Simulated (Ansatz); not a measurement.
## Two structures, one formula

Two relaxed structures of SiHSO, doublet (PBE0-D4/def2-TZVP; forces vanish, vibrations not checked).

A:

| atom | x (Å) | y (Å) | z (Å) |
| --- | --- | --- | --- |
| O1 | -1.5641 | -0.1354 | 0.4997 |
| Si2 | -0.1501 | 0.1108 | 0.0041 |
| S3 | 1.3333 | -1.3352 | 0.0875 |
| H4 | 0.3809 | 1.3598 | -0.5913 |

B:

```json
{"atom": "O1", "x (Å)": "-0.1222", "y (Å)": "0.1466", "z (Å)": "-0.0163"}
{"atom": "Si2", "x (Å)": "-1.7122", "y (Å)": "-0.1328", "z (Å)": "0.5415"}
{"atom": "S3", "x (Å)": "1.1838", "y (Å)": "-1.1591", "z (Å)": "0.0676"}
{"atom": "H4", "x (Å)": "0.2073", "y (Å)": "0.9671", "z (Å)": "-0.4016"}
```

Computed with Ansatz 0.2.0 (basis: def2-TZVPP); correlated methods freeze the cores; orbitals are unrestricted. B3LYP uses VWN-RPA correlation.

(1) Which structure is lower at CCSD(T), and by how much? (An estimate is asked for; the value comes from the calculation.)

No T1 diagnostic of these runs exceeds 0.027. ⟨S²⟩ of the unrestricted Hartree–Fock references: 0.76 to 0.83 (a pure state has 0.75). The unrestricted reference is spin-contaminated, which hurts MP2 most.

Results:

(1) The calculation gives: A, by 3.254 eV (electronic energy, against the other). By their contacts, A is SiHSO ([O][SiH][S]) and B is SiHSO ([Si][OH][S]).

All methods give the same order:

| method | E(B) − E(A) (eV) |
| --- | --- |
| PBE-D4 | 3.315 |
| r2SCAN-D4 | 3.593 |
| PBE0-D4 | 3.274 |
| B3LYP-D4 | 3.215 |
| wB97M-V | 3.097 |
| HF | 3.092 |
| MP2 | 3.548 |
| CCSD | 3.180 |
| CCSD(T) | 3.254 |

Labels in which every atom is bracketed show which atoms are joined, not bond orders.

For scale, one of the runs: CCSD(T)/def2-TZVPP, 129 basis functions, launched by `ansatz run in.yaml --threads 2 --pin off --events-out ev --progress --plain --max-ram 4352MiB`. Time: 14 s of wall clock on 2 CPU threads of an AMD EPYC 9R45; the host was shared. Peak host memory: 1.3 GiB.
